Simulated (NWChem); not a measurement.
System: tert-butyl cation (C₄H₉ cation); SMILES C[C+](C)C

Computed with NWChem. Geometry: optimised at B3LYP/6-31G* (spherical d). COSMO at PBE/def2-SVP, default radii, gas-phase geometry; f = (ε − 1)/ε scales the surface charges.

```
row            f  electrostatic solvation energy (kcal/mol)
--------  ------  -----------------------------------------
ε = 2.0   0.5000                                     -29.99
ε = 2.4   0.5833                                     -35.00
ε = 3.9   0.7436                                   withheld
ε = 25.0  0.9600                                     -57.71
ε = 78.4  0.9872                                     -59.35
```

Q: Fit a straight line of the last column on the one before it, predict the withheld value, and compare with the run.

A: 
1. Means of the 4 shown rows: x = 0.75762, y = -45.512. Slope Σ(x − x̄)(y − ȳ)/Σ(x − x̄)² = -11.48/0.1904 = -60.27; intercept 0.150.
2. The shown rows scatter about the line by 0.004 (root mean square); the largest residual is +0.01, at ε = 2.4.
3. At x = 0.7436 (ε = 3.9; inside the shown range) the line gives -44.67.
4. The run gives -44.65, +0.02 from the line.
